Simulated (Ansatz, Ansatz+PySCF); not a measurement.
```xyz
2

S     0.0000    0.0000   -0.0864
H     0.0000    0.0000    1.3824
```

RHF on singlet SH(-) was run in several spherical basis sets with Ansatz (development build ahead of 0.2.0). Caution: no diffuse functions for an anion.

Problem. Rank the basis sets by the total energy that they give, lowest first, with the distance from the lowest.
A. cc-pVDZ
B. def2-SVP
C. 6-31G(d)
D. cc-pVTZ
E. def2-TZVP

Solution. D (0.00 eV), E (0.19 eV), A (0.69 eV), C (1.15 eV), B (4.48 eV).

Totals follow the description of the cores as much as that of the bonds, so this order isn't one of quality for chemistry.
